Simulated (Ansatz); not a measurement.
Geometry optimisation, RKS PBE0-D4/cc-pVDZ (Ansatz 0.2.0).

input.yaml

```yaml
crystal:
  periodic: [false, false, false]
  atoms:
    - { symbol: B, position_ang: [0.0, 0.0, 0.0] }
    - { symbol: O, position_ang: [0.0, 0.0, 1.76] }
    - { symbol: H, position_ang: [-0.9095, -0.2814, 2.0971] }
    - { symbol: H, position_ang: [1.0305, 0.0, -0.595] }
    - { symbol: C, position_ang: [-1.3856, 0.0, -0.8] }
    - { symbol: H, position_ang: [-1.9458, -0.9305, -0.5708] }
    - { symbol: H, position_ang: [-1.9898, 0.8797, -0.4946] }
    - { symbol: H, position_ang: [-1.1839, 0.0508, -1.8903] }
    - { symbol: H, position_ang: [0.0668, 1.4124, 0.4698] }
    - { symbol: H, position_ang: [0.0544, 1.1498, 1.3187] }
basis:
  gaussian: { orbitals: cc-pVDZ }
hamiltonian:
  xc: pbe0
  dispersion: d4
relax:
  f_tol: 0.15
  max_steps: 25
  restrain:
    - { distance: [0, 8], at: 1.19, k: 30.0 }
    - { distance: [9, 1], at: 1.01, k: 30.0 }
    - { distance: [0, 1], at: 2.61, k: 30.0 }
    - { distance: [9, 8], at: 1.86, k: 30.0 }
```

Run as:

```bash
$ ansatz run input.yaml --threads 1 --pin off --max-ram 2048MiB --backend cpu --events-out ev --progress --plain --runs-dir out
```

**Question.** Where does it end, and by what steps?

**Answer.** It converged. The restraints hold the end off the free minimum; the threshold counts their pulls, which the force column leaves out. Restrained pairs: B1–H9 (1.49 → 1.20 Å), O2–H10 (1.23 → 0.98 Å), B1–O2 (1.76 → 2.59 Å), H9–H10 (0.89 → 1.87 Å). After 8 steps the energy has fallen by 1.724 eV (the restraints' own energy left out); H10 moved furthest, 0.57 Å.

```json
{"step": "0", "energy less start (eV)": "0.0000", "largest force component (eV/Å)": "3.381", "accepted": "yes"}
{"step": "1", "energy less start (eV)": "-0.4939", "largest force component (eV/Å)": "3.897", "accepted": "yes"}
{"step": "2", "energy less start (eV)": "-1.1280", "largest force component (eV/Å)": "2.787", "accepted": "yes"}
{"step": "3", "energy less start (eV)": "-1.3878", "largest force component (eV/Å)": "1.910", "accepted": "yes"}
{"step": "4", "energy less start (eV)": "-1.5510", "largest force component (eV/Å)": "1.176", "accepted": "yes"}
{"step": "5", "energy less start (eV)": "-1.6071", "largest force component (eV/Å)": "2.234", "accepted": "yes"}
{"step": "6", "energy less start (eV)": "-1.6882", "largest force component (eV/Å)": "0.772", "accepted": "yes"}
{"step": "7", "energy less start (eV)": "-1.7152", "largest force component (eV/Å)": "0.638", "accepted": "yes"}
{"step": "8", "energy less start (eV)": "-1.7240", "largest force component (eV/Å)": "0.713", "accepted": "yes"}
```

```xyz
10
Properties=species:S:1:pos:R:3
B 0.060 0.385 -0.387
O -0.071 0.032 2.181
H -1.035 -0.014 2.157
H 0.994 -0.328 -0.652
C -1.387 0.010 -0.834
H -1.600 -1.071 -0.818
H -2.204 0.563 -0.346
H -1.426 0.290 -1.909
H 0.297 1.474 0.062
H 0.110 0.939 1.841
```

Time of the run: 40 s on 1 thread of Arm Neoverse N1, with other jobs on the host, peak memory 0.13 GiB.
